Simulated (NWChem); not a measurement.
Dipole moment of hydrogen cyanide (CHN)

```xyz
3

C      0.0000     0.0000    -0.5060
N      0.0000     0.0000     0.6613
H      0.0000     0.0000    -1.5931
```
Charge 0, spin multiplicity 1.

All runs are NWChem calculations. The geometry was optimised at PBE/def2-SVP, a minimum by its harmonic frequencies.

Basis set: Sadlej pVTZ. The CCSD dipole comes from the Λ equations, without orbital relaxation.

The correlated methods keep 2 core orbitals frozen. B3LYP has NWChem's definition, with VWN1-RPA local correlation. No row is a measurement; the coupled-cluster row has its own basis-set and correlation limits.

Task: For the dipole moment, PBE gives 2.94 D and HF gives 3.32 D. What do B3LYP, BHandHLYP, CCSD give?

Result: B3LYP: 3.04 D; BHandHLYP: 3.16 D; CCSD: 3.00 D.
